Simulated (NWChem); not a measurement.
hydrogen cyanide (CHN); SMILES C#N

Results from NWChem. Pople sets run with spherical d functions. Each level has its own optimisation; frequencies are unscaled.

```json
[
 {"level": "Hartree-Fock/STO-3G", "r C–N (Å)": "1.153", "r C–H (Å)": "1.070", "highest harmonic frequency (cm⁻¹)": "3917", "lowest (cm⁻¹)": "952", "zero-point energy (kcal/mol)": "11.9", "dipole (D)": "2.45"},
 {"level": "Hartree-Fock/3-21G", "r C–N (Å)": "1.137", "r C–H (Å)": "1.050", "highest harmonic frequency (cm⁻¹)": "3691", "lowest (cm⁻¹)": "990", "zero-point energy (kcal/mol)": "11.5", "dipole (D)": "3.04"},
 {"level": "Hartree-Fock/6-31G*", "r C–N (Å)": "1.133", "r C–H (Å)": "1.059", "highest harmonic frequency (cm⁻¹)": "3678", "lowest (cm⁻¹)": "888", "zero-point energy (kcal/mol)": "11.3", "dipole (D)": "3.21"},
 {"level": "B3LYP/6-31G*", "r C–N (Å)": "1.157", "r C–H (Å)": "1.070", "highest harmonic frequency (cm⁻¹)": "3482", "lowest (cm⁻¹)": "771", "zero-point energy (kcal/mol)": "10.3", "dipole (D)": "2.90"},
 {"level": "LDA (Slater exchange, VWN5)/def2-SVP", "r C–N (Å)": "1.161", "r C–H (Å)": "1.090", "highest harmonic frequency (cm⁻¹)": "3372", "lowest (cm⁻¹)": "…", "zero-point energy (kcal/mol)": "10.0", "dipole (D)": "…"},
 {"level": "PBE/def2-SVP", "r C–N (Å)": "1.167", "r C–H (Å)": "1.087", "highest harmonic frequency (cm⁻¹)": "3377", "lowest (cm⁻¹)": "732", "zero-point energy (kcal/mol)": "10.0", "dipole (D)": "2.76"},
 {"level": "BLYP/def2-SVP", "r C–N (Å)": "1.167", "r C–H (Å)": "1.086", "highest harmonic frequency (cm⁻¹)": "3366", "lowest (cm⁻¹)": "730", "zero-point energy (kcal/mol)": "9.9", "dipole (D)": "2.73"},
 {"level": "PBE0/def2-SVP", "r C–N (Å)": "1.154", "r C–H (Å)": "1.080", "highest harmonic frequency (cm⁻¹)": "3474", "lowest (cm⁻¹)": "772", "zero-point energy (kcal/mol)": "10.4", "dipole (D)": "2.90"}
]
```

Q: What belongs in the gaps?

A: 
- LDA (Slater exchange, VWN5)/def2-SVP, lowest (cm⁻¹): 739
- LDA (Slater exchange, VWN5)/def2-SVP, dipole (D): 2.82
